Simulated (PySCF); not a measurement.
How methods differ on the electron affinity of Li

Li⁻ [He] 2s2 (1S) → Li [He] 2s1 (2S), as a difference of total energies. All numbers are calculated (PySCF 2.14, the spin-free X2C one-electron Hamiltonian (Gaussian nucleus), in aug-cc-pVDZ-DK (4s3p2d, 23 functions)). Correlated levels: valence: 1s2 frozen. The calculations carry no spin-orbit coupling.

```csv
method,electron affinity (eV)
UHF,-0.137
LDA,0.587
PBE,0.512
PBE0,0.491
r2SCAN,0.440
TPSS,0.580
CAM-B3LYP,0.513
M06-2X,0.517
TPSSh,0.574
MP2 (valence),0.299
SCS-MP2 (valence),0.387
```

Errors of the correlated levels include the incompleteness of this basis and the frozen core.

A negative affinity means that the anion lies above the atom at that level of theory.

In the anion the highest occupied orbital energy is positive at LDA, PBE, PBE0, r2SCAN, TPSS, M06-2X, TPSSh, a self-interaction effect; the basis confines that electron, and the energy difference can still be sensible.

For comparison: 0.618 eV (measured; photodetachment measurements, as compiled on the Wikipedia data page of electron affinities).
